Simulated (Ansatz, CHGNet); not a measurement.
For wurtzite AgI, the machine-learned potential CHGNet 0.3.0 (trained on PBE and PBE+U data) gives:

| Property | Value |
|---|---|
| equilibrium lattice constant a | 4.663 Å |
| lattice parameter c | 7.756 Å |

**Question.** What does HSE06 (PAW; Ansatz, a program for electronic structure) give for the same quantities?

**Answer.** 
- lattice constant a: 4.679 Å (grows by 0.3 %)
- lattice parameter c: 7.647 Å (drops by 1.4 %)

For comparison: lattice constant a 4.591 Å (measured, temperature not stated, no zero-point or thermal correction; as tabulated in Wikipedia's data pages); lattice parameter c 7.508 Å (measured, temperature not stated, no zero-point or thermal correction; as tabulated in Wikipedia's data pages).

Changes are worked out from the printed values.

Unless a cell is named, each level is at its own relaxed cell (CHGNet 0.3.0 36.52, HSE06 36.24 Å³/atom).

Ansatz's density-functional and Hartree–Fock values are scalar-relativistic unless marked +SOC, with PAW data made under PBE.
